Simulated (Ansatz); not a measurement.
# CH2NOP: taking an electron away

An exercise on one series of results from a longer session: the logs are not shown, and one member is left open.

The runs use Ansatz 0.2.0, Gaussian basis; unrestricted cation, the program's frozen cores in correlated methods.

Plan: UKS PBE-D4/def2-TZVPP; UKS r2SCAN-D4/def2-TZVPP; UKS PBE0-D4/def2-TZVPP; UKS B3LYP-D4/def2-TZVPP; UKS wB97X-V/def2-TZVPP; UKS wB97M-V/def2-TZVPP; UKS B2PLYP/def2-TZVPP; UHF-CCSD(T)/def2-TZVPP; UHF-MP2/def2-QZVPP; extrapolation to the limit; then −ε(HOMO) from the neutral's earlier runs with LDA (SPW92), PBE-D4, revPBE-D4, BLYP-D4, r2SCAN-D4, B97M-V, PBE0-D4, B3LYP-D4, r2SCANh-D4, r2SCAN0-D4, HSE06-D4, BHLYP-D4, CAM-B3LYP-D4, LC-ωPBE, ωB97X-V, ωB97M-V.

**The relaxed structure**

All runs share one geometry, relaxed beforehand with PBE0-D4 in a triple-zeta def2 set.

SMILES `O=C=NP`, 6 atoms, charge 0, spin multiplicity 1.

Atoms are counted from 1 here; the program's logs count them from 0.

Bond lengths: O1–C2 1.165 Å, C2–N3 1.198 Å, N3–P4 1.702 Å, P4–H5 1.422 Å, P4–H6 1.422 Å. Angles: O1–C2–N3 175.4°, C2–N3–P4 142.6°, N3–P4–H5 97.2°, N3–P4–H6 97.2°, H5–P4–H6 92.0°.

Set-up of the first run:

in.yaml

```yaml
crystal:
  periodic: [false, false, false]
  atoms:
    - {symbol: O, position_ang: [1.232669, -2.073979, 1.254807]}
    - {symbol: C, position_ang: [0.766618, -1.160338, 0.703122]}
    - {symbol: N, position_ang: [0.376902, -0.185941, 0.124449]}
    - {symbol: P, position_ang: [-1.036554, 0.580446, -0.432358]}
    - {symbol: H, position_ang: [-0.568142, 0.890842, -1.738134]}
    - {symbol: H, position_ang: [-0.729492, 1.884870, 0.042013]}
basis:
  gaussian: {orbitals: def2-TZVPP}
total_charge: 1
magnetization: {spin_polarized: true, initial_magnetization: 1}
hamiltonian: {xc: pbe, dispersion: d4}
```

Among the steps run: Cation, UKS PBE-D4/def2-TZVPP; Cation, UKS r2SCAN-D4/def2-TZVPP; Cation, UKS PBE0-D4/def2-TZVPP; Cation, UKS B3LYP-D4/def2-TZVPP; Cation, UKS wB97X-V/def2-TZVPP; Cation, UKS wB97M-V/def2-TZVPP; Cation, UKS B2PLYP (frozen core)/def2-TZVPP; Cation, UHF-CCSD(T)/def2-TZVPP; Cation, UHF-MP2/def2-QZVPP.

One table of the session follows, with a row left open; its other results are not shown here.

Orbital estimates, from the neutral's runs:

```
  functional  −ε(HOMO) (eV)
 LDA (SPW92)           6.46
      PBE-D4           6.34
   revPBE-D4           6.29
     BLYP-D4           6.22
   r2SCAN-D4           6.57
      B97M-V           6.64
     PBE0-D4           7.52
    B3LYP-D4           7.33
  r2SCANh-D4           7.01
  r2SCAN0-D4           7.68
    HSE06-D4           7.13
    BHLYP-D4           8.62
CAM-B3LYP-D4              ?
     LC-ωPBE          10.13
     ωB97X-V           9.78
     ωB97M-V           9.65
```

Q: Estimate the row for CAM-B3LYP-D4 from the others.

**Answer.** −ε(HOMO) (eV): 8.83. In the column «−ε(HOMO) (eV)» it lies between BHLYP-D4 (8.62) and ωB97M-V (9.65).

To keep in mind: The cation may have settled in a state other than its lowest; no search over hole states beyond the program's own was made.
